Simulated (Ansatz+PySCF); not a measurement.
The numbers below are computed, except where a source is named.
Input for Ansatz (development build ahead of 0.2.0):

```yaml
crystal:
  periodic: [false, false, false]
  atoms:
    - { symbol: "N", position_ang: [0.0, 0.0, 0.0] }
    - { symbol: Si, position_ang: [0.79518, 1.06024, 2.29548] }
basis:
  gaussian: { orbitals: STO-3G }
magnetization:
  initial_magnetization: 1
hamiltonian:
  xc: hf
correlation:
  method: fci
  frozen_orbitals: { "N": 1, Si: 5 }
```

The input is written out in the form of the current development build from the run's settings.

The run gave:

```
Converged    : yes
Total energy : -339.21634 hartree
State        : lowest doublet root, of any spatial symmetry
```
